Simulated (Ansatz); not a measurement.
# B3LYP/6-31G(d) (Cartesian functions) run of SiHF (SMILES F[SiH])

Aim: the vertical ionisation energy of SiHF at B3LYP/6-31G* (Cartesian functions), from 2 runs. 

The calculation is run with Ansatz 0.2.0.

58 further runs of the same task are left out: 58 set aside as unsound or not needed.

### Step 1. The structure to begin with

SiHF has 3 atoms, charge 0, and is taken as a singlet. SMILES: `F[SiH]`. Geometry: relaxed at PBE0-D4/def2-TZVP.

Bond lengths: F1–Si2 1.612 Å, Si2–H3 1.541 Å. Angles: F1–Si2–H3 96.3°.

### Step 2. A single-point energy at B3LYP/6-31G(d) (Cartesian functions)

Input file in.yaml:

```yaml
basis:
  gaussian:
    orbitals: "6-31G*"
crystal:
  periodic: [false, false, false]
  atoms:
    - {symbol: F, position_ang: [-1.090200, 0.024400, -0.602300]}
    - {symbol: Si, position_ang: [0.186800, 0.629400, 0.173800]}
    - {symbol: H, position_ang: [0.892400, -0.718600, 0.415300]}
output:
  orbitals: {seedname: orbitals}
hamiltonian:
  xc: {name: B3LYP}
accuracy: high
```

Command:

```bash
$ ansatz run in.yaml --threads 1 --pin off --max-ram 3480MiB --events-out events.jsonl --progress --plain --runs-dir runs
```

Standard output:

```text
Warning: RAYON_NUM_THREADS=1 ignored (pool sized by the plan → 1); use --threads N
Functional definition: B3LYP
  name "B3LYP"
  parameter a0 = 0.2
  parameter ax = 0.72
  parameter ac = 0.81
  exchange = (1 - a0 - ax)*slater_x + ax*b88_x + a0*exact_x
  correlation = (1 - ac)*vwn_rpa_c + ac*lyp_c
652 factors; integrals over basis functions are off by at most 3.4e-9 eV
mean field evaluation 1: about -10608.8926 eV, gradient 3.1e1 eV
mean field evaluation 2: about -10604.5671 eV, gradient 6.1e1 eV
mean field evaluation 4: about -10610.4022 eV, gradient 6.9e-1 eV
mean field evaluation 8: about -10610.4027 eV, gradient 4.5e-3 eV
mean field evaluation 16: about -10610.4027 eV, gradient 1.8e-7 eV
mean field -10610.40265411 eV, -389.9251055493 hartree, gradient 2.7e-8 eV, S^2 0.000000; 0 other end points of the search recorded, 0 dependent functions left out
reference -10610.40268169 eV, -389.9251065630 hartree; 12, 12 occupied and 24, 24 virtual orbitals, 652 factors
Total energy: -10610.40268169 eV, -389.9251065630 hartree
```

Run time: 1.2 s. Hardware: 1 thread of Arm Neoverse V1, shared host; peak memory 0.093 GiB.

### Step 3. The doublet cation, same level

Input file job.yaml:

```yaml
crystal:
  periodic: [false, false, false]
  atoms:
    - symbol: F
      position_ang: [-1.090200, 0.024400, -0.602300]
    - symbol: Si
      position_ang: [0.186800, 0.629400, 0.173800]
    - symbol: H
      position_ang: [0.892400, -0.718600, 0.415300]
basis:
  gaussian:
    orbitals: "6-31G*"
total_charge: 1
magnetization:
  spin_polarized: true
  initial_magnetization: 1
hamiltonian:
  xc: {name: B3LYP}
accuracy: high
output: {orbitals: {seedname: orbitals}}
```

Command:

```bash
$ ansatz run job.yaml --threads 1 --pin off --max-ram 3480MiB --events-out events.jsonl --progress --plain --runs-dir runs
```

Standard output:

```text
Warning: RAYON_NUM_THREADS=1 ignored (pool sized by the plan → 1); use --threads N
[... 7 set-up lines as earlier in the session ...]
652 factors; integrals over basis functions are off by at most 3.4e-9 eV
mean field evaluation 1: about -10587.9393 eV, gradient 6.2e1 eV
mean field evaluation 2: about -10419.9854 eV, gradient 1.7e2 eV
mean field evaluation 4: about -10600.7957 eV, gradient 2.5e0 eV
mean field evaluation 8: about -10600.8743 eV, gradient 2.1e-1 eV
mean field evaluation 16: about -10600.8746 eV, gradient 2.5e-4 eV
mean field -10600.87456381 eV, -389.5749546893 hartree, gradient 4.1e-8 eV, S^2 0.756670; 0 other end points of the search recorded, 0 dependent functions left out
reference -10600.87459106 eV, -389.5749556906 hartree; 12, 11 occupied and 24, 25 virtual orbitals, 652 factors
Total energy: -10600.87459106 eV, -389.5749556906 hartree
```

Wall time 2.6 s (1 thread of Arm Neoverse V1, shared host); peak memory 0.12 GiB.

### Step 4. Outcome

Level: B3LYP/6-31G* (Cartesian functions).

| quantity | value |
| --- | --- |
| singlet SiHF: total energy | -389.92511 Eh |
| singlet SiHF: HOMO energy | -6.61 eV |
| singlet SiHF: LUMO energy | -2.65 eV |
| singlet SiHF: HOMO–LUMO gap | 3.96 eV |
| doublet cation: total energy | -389.57496 Eh |
| doublet cation: HOMO energy (highest over α and β) | -15.77 eV |
| doublet cation: LUMO energy (lowest over α and β) | -12.42 eV |
| doublet cation: ⟨S²⟩ | 0.757 |
| vertical ionisation energy (to the doublet cation) | 9.528 eV |

In words: Removing an electron at fixed nuclei costs 9.53 eV (220 kcal/mol). The negative HOMO energy of the first species, 6.61 eV, lies 2.92 eV below that difference.
